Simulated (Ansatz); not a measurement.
Correlation energies of C$_{2}$H$_{5}$Si, SMILES `[CH]=C[SiH3]` radical by basis set

```xyz
8

C     0.490    0.534   -1.551
C    -0.008    0.692   -0.358
Si   -0.174   -0.726    0.846
H     0.709    1.118   -2.435
H    -0.347    1.686   -0.038
H    -1.601   -0.901    1.228
H     0.596   -0.430    2.085
H     0.335   -1.972    0.224
```

The species carries charge 0 and has multiplicity 2. The structure was optimised at the PBE0-D4/def2-TZVP level. Frozen core, unrestricted reference, the Gaussian-basis code of Ansatz. CBS rows extrapolate triple and quadruple zeta.

```csv
basis,HF (Eh),MP2 corr.
def2-SVP,-367.34251,-0.32799
def2-TZVPP,-367.53317,-0.40729
def2-QZVPP,-367.54566,-0.43551
cc-pV(D+d)Z,-367.50196,-0.33006
cc-pV(T+d)Z,-367.53588,-0.40784
cc-pV(Q+d)Z,-367.54454,-0.43584
```

(1) Estimate the CCSD correlation energy and the (T) correction in each basis where they were run (hartree).

Answers

(1) 
```csv
basis,CCSD corr.,(T)
def2-SVP,-0.38273,-0.01257
def2-TZVPP,-0.45840,-0.01906
def2-QZVPP,-0.48113,-0.02101
CBS(def2),-0.49797,-0.02245
cc-pV(D+d)Z,-0.38584,-0.01254
cc-pV(T+d)Z,-0.45871,-0.01913
cc-pV(Q+d)Z,-0.48143,-0.02100
CBS(cc),-0.49761,-0.02233
```

The UHF reference is spin-contaminated (⟨S²⟩ = 0.92, T1 = 0.034).
